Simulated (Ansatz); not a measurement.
Fluorite CdF2, treated with r²SCANh (Ansatz, a program for electronic structure, plane waves, PAW).

Settings: plane-wave cutoff 600 eV, 8×8×8 k mesh, scalar-relativistic PAW data made under PBE.

Computed at the level's own relaxed cell.

Hill averages of the elastic tensor: K = 115.4 GPa, G = 35.7 GPa. Volume 12.943 Å³/atom, mean atomic mass 50.136 u.

Task: Work out the density, the sound velocities of a polycrystal and the elastic Debye temperature at this level.

Result: ρ = 1.66054 × 50.136/12.943 = 6.432 g/cm³. v_l = √[(K + 4G/3)/ρ] = 5.034 km/s and v_t = √(G/ρ) = 2.356 km/s. The mean follows from 3/v_m³ = 1/v_l³ + 2/v_t³: v_m = 2.652 km/s. Θ_D = (ħ/k_B) v_m (6π²/V)^(1/3) = 76.38 K Å s/km × 2.652 × 1.6601 Å⁻¹ = 336 K, counting all atoms of the cell.
